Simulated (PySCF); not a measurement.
**PS from Hartree–Fock to correlated methods**

State: ²Π (doublet), unpaired electrons π ↑. Set-up: P x2c-SVPall, S x2c-SVPall; spin-free X2C with a Gaussian nucleus (PySCF 2.14). De refers to P + S in their high-spin ground configurations, without counterpoise correction. The functionals are run spin-unrestricted. A positive dipole means P(−)S(+). Levels whose curve was spin-contaminated or gave no clean fit are not listed.

| Level | Re (Å) | ωe (cm⁻¹) | De (eV) | μ (D) |
| --- | --- | --- | --- | --- |
| ROHF | 1.881 | 833 | 1.44 | -1.18 |
| ROHF-MP2 | 1.915 | 763 | 3.60 | n/a |
| ROHF-SCS-MP2 | 1.915 | 760 | 3.51 | n/a |
| ROHF-CCSD | 1.914 | 759 | 3.25 | n/a |
| ROHF-CCSD(T) | 1.927 | 727 | 3.52 | n/a |
| PBE | 1.930 | 727 | 4.72 | -0.56 |
| BP86 | 1.933 | 720 | 4.74 | -0.57 |
| r²SCAN | 1.915 | 753 | 4.34 | -0.64 |
| B3LYP | 1.918 | 748 | 4.33 | -0.67 |
| PBE0 | 1.906 | 774 | 4.27 | -0.70 |
| CAM-B3LYP | 1.897 | 793 | 4.15 | -0.74 |

Q: Which functional lies closest to ROHF-CCSD(T) in De, which farthest, and by how much do they differ from it?

A: Closest is CAM-B3LYP (-3.0 pm in Re, +9.1 % in ωe, +0.63 eV in De against ROHF-CCSD(T) in the same basis), farthest BP86 (+0.6 pm in Re, -1.0 % in ωe, +1.22 eV in De). CCSD(T) converges more slowly with the basis than the functionals do and binds too weakly in this one, so the order can change at the basis-set limit.

Q: What does a quarter of exact exchange do here, going from PBE to PBE0?

A: PBE0 less PBE: -2.4 pm in Re, +6.5 % in ωe, -0.45 eV in De. Exact exchange removes part of the self-interaction that spreads semilocal densities, and in most molecules shortens and stiffens the bond and lowers De; so it does here.

Q: What does the step from GGA to meta-GGA do here, going from PBE to r²SCAN?

A: r²SCAN less PBE: -1.5 pm in Re, +3.6 % in ωe, -0.38 eV in De. 

Correlated steps freeze 10 core orbitals. Correlated levels converge slowly with the basis: in double zeta they bind strong bonds too weakly, by up to about 1 eV, and carry superposition errors of some tenths. UHF is strongly spin-contaminated for PS, so the ROHF reference used there is far from stable. The state was picked by a PBE0 search and need not be the measured ground state.

The whole job (state search and all levels along the bond) took about 1.1 min on 1 thread of Arm Neoverse V2 (shared host), peak memory 0.43 GiB.
